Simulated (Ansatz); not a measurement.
## Band gap of corundum (α-Al2O3) at several levels of theory

No measured value is used here.

```
level (code)                      value (eV)  cell (Å³/atom)
-----------------------------  -------------  --------------
LDA (Ansatz)                   6.19 (direct)            8.48
PBE (Ansatz)                   6.25 (direct)            8.48
RPBE (Ansatz)                  6.35 (direct)            8.48
PBE-D3(BJ) (Ansatz)                      [?]            8.60
rVV10 (Ansatz)                          5.73            8.81
r²SCAN (Ansatz)                          [?]            8.48
B3LYP (VWN-RPA form) (Ansatz)  8.61 (direct)            8.48
PBE0 (Ansatz)                  8.87 (direct)            8.48
G0W0@PBE (Ansatz)                        [?]            8.49
```

Q: Complete the blanks.

A: 
- PBE-D3(BJ) (Ansatz, a first-principles code), value (eV): 6.07
- r²SCAN (Ansatz), value (eV): 7.15 (direct)
- G0W0@PBE (Ansatz), value (eV): 9.18 ± 0.01 (direct)

Computed values are for a static lattice.  A ± on a computed value is a rough bar: the spread of its extrapolation, a floor set from checks against published values, or a statistical error. PBE-D3(BJ), rVV10: the gap is read on the k mesh or supercell of the run alone and can be too large. Values are at the measured cell; PBE-D3(BJ) at the level's own relaxed cell; rVV10 at the level's own equilibrium cell. Cutoffs and k meshes differ between the levels. Ansatz's density-functional and Hartree–Fock values are scalar-relativistic unless marked +SOC, with PAW data made under PBE.
